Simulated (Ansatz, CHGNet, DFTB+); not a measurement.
**Ladder of methods for the lattice parameter a of fcc Pt**

Reference value: 3.913 Å (measured, static lattice: zero-point anharmonic expansion removed; as tabulated in Mejia-Rodriguez and Trickey (2018), arXiv:1807.09216).

**Question.** What do GFN1-xTB as cut by DFTB+, CHGNet 0.3.0, PBE, PBE-D3(BJ), r²SCAN-D4 give, and how far is each from the reference?

**Answer.** 
| level (code) | value (Å) | error (%) |
|---|---|---|
| GFN1-xTB as cut by DFTB+ | 4.108 | +4.98 |
| CHGNet 0.3.0 | 3.976 | +1.61 |
| PBE (Ansatz) | 3.970 | +1.46 |
| PBE-D3(BJ) (Ansatz) | 3.929 | +0.41 |
| r²SCAN-D4 (Ansatz) | 3.930 | +0.43 |

Once the reference is moved by up to 0.10 % (a margin picked here for doubts on the reference and the settings) and values within 0.10 % count as equal, the nearest can be PBE-D3(BJ) (+0.41 %) or r²SCAN-D4 (+0.43 %). Among them GFN1-xTB as cut by DFTB+ (+4.98 %) misses by most. Within 2 %: CHGNet 0.3.0, PBE, PBE-D3(BJ), r²SCAN-D4. All 5 levels lie above the reference.

The crystal itself was run without spin with PBE, PBE-D3(BJ), r²SCAN-D4; a magnetic state was not tried in these runs. Density-functional levels without +SOC have no spin–orbit coupling. GFN1-xTB as cut by DFTB+: the method was fitted mainly to molecules. GFN1-xTB as cut by DFTB+: codes differ in how they cut the long-range tail of xTB's charge interaction in a crystal, so the value belongs to this code. Cutoffs differ between the levels. Ansatz's density-functional and Hartree–Fock values are scalar-relativistic unless marked +SOC, with PAW data made under PBE.

Machine-learned potentials (CHGNet 0.3.0) are trained on DFT data: a solid inside that data is no test of them.

Differences are worked out from the printed values.

Ansatz is an electronic-structure program.
